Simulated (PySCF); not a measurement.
Bond stretch in SMILES O=CO (CH2O2), singlet. The C2–H5 bond (C2 also carries O, O; H5 carries nothing else) is pulled apart rigidly from the PBE0/def2-TZVP optimised geometry.

Computed with CCSD(T) on UHF/cc-pVDZ, 3 core orbitals frozen run with PySCF.

Question: Relative to R = 1.10 Å, what are the energies at R = 0.93, 1.49, 1.65, 1.99 Å?

Answer: 0.776 eV at 0.93 Å, 1.186 eV at 1.49 Å, 1.873 eV at 1.65 Å, 3.152 eV at 1.99 Å.

The unrestricted determinant behind UCCSD(T) is spin-contaminated at 1.65 to 3.81 Å (<S²> up to 1.0, against 0.00 for a pure singlet).
